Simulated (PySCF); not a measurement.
A made-up structure of CHNaSi, closed shell:

C1  (-0.266, 0.174, -0.245)
Si2  (-0.002, -1.514, -0.715)
Na3  (0.810, 0.088, 1.039)
H4  (-0.543, 1.253, -0.079)
(Å)

It is relaxed with PBE-D4/def2-SVP and then PBE0-D4/def2-TZVP (PySCF 2.14 with density fitting (its default auxiliary sets; JK sets also for MP2 and CCSD(T))). Atoms count as bonded within 1.22 times the sum of their covalent radii (H–H: 0.88 Å). The end point is not checked to be a true minimum.

(1) Does its bonding change? (Judge from chemistry; the calculation decides.)

Answers

(1) Computed: Yes. Formed: none; broken: Na3–H4.

Where it ends: The first stage lowers the energy by 2.58 eV in 12 steps. It ends as CHNaSi ([CH]1[Na][Si]1):
C1  (-0.351, 0.100, -0.433)
Si2  (0.142, -1.467, -0.589)
Na3  (1.032, 0.243, 1.492)
H4  (-0.804, 1.079, -0.531)
(Å)

Labels in which every atom is bracketed show which atoms are joined, not bond orders.

For scale, one of the runs: PBE0-D4/def2-TZVP relaxation, 106 basis functions, launched by `OMP_NUM_THREADS=2 python run.py`. Hardware: 2 CPU threads of an Arm Neoverse V1, shared host. Wall time 59 s; peak host memory 1 GiB.
